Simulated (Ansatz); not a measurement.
Wavefunction ladder for C4H4ClF (`C#CC(F)CCl`)

```xyz
10

C     1.3401    0.9265   -1.6193
C     0.6327    0.7344   -0.6714
C    -0.2221    0.4870    0.4779
F    -1.3521    1.2877    0.4085
C    -0.7104   -0.9501    0.5630
Cl    0.6363   -2.0481    0.8998
H     1.9679    1.0997   -2.4616
H     0.3096    0.7483    1.3989
H    -1.4272   -1.0332    1.3783
H    -1.1748   -1.2522   -0.3740
```

Charge 0, multiplicity 1. All single points use the PBE0-D4/def2-TZVP geometry. It is one conformer, not always the lowest. Frozen core, restricted reference, Ansatz. CBS rows extrapolate triple and quadruple zeta; past MP2 they add the triple-zeta difference.

| basis | HF (Eh) | MP2 corr. |
| --- | --- | --- |
| def2-TZVPP | -712.77787 | -1.07063 |
| def2-QZVPP | -712.80130 | -1.15542 |

**Question.** Estimate the CCSD correlation energy and the (T) correction in each basis where they were run (hartree).

**Answer.** 
| basis | CCSD corr. | (T) |
| --- | --- | --- |
| def2-TZVPP | -1.10766 | -0.04825 |
| CBS(def2) | -1.25526 | as TZ |
